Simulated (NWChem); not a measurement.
## Atomisation of FLi

```xyz
2

Li     0.0000     0.0000    -1.1492
F      0.0000     0.0000     0.3831
```
Charge 0, spin multiplicity 1.

All runs are NWChem calculations. All single points use one geometry, from PBE0/def2-SVP, a minimum by its harmonic frequencies.

Basis set: def2-TZVP. The atomisation energy is electronic alone: no zero-point, thermal, spin-orbit or counterpoise terms. No value is extrapolated to the basis-set limit. Free atoms are single determinants with multiplicities Li 2, F 2.

B3LYP has NWChem's definition, with VWN1-RPA local correlation. The structure started from a generated list of species. No SCF solution was tested for a lower state. Open-shell Hartree-Fock references start from PBE0 orbitals.

Problem. Order these methods by the atomisation energy they give, lowest first: B3LYP, LDA (SVWN5), PBE, PBE0, HF.

Solution. HF (87.5 kcal/mol), PBE0 (128.3 kcal/mol), B3LYP (133.3 kcal/mol), PBE (135.2 kcal/mol), LDA (SVWN5) (152.6 kcal/mol)
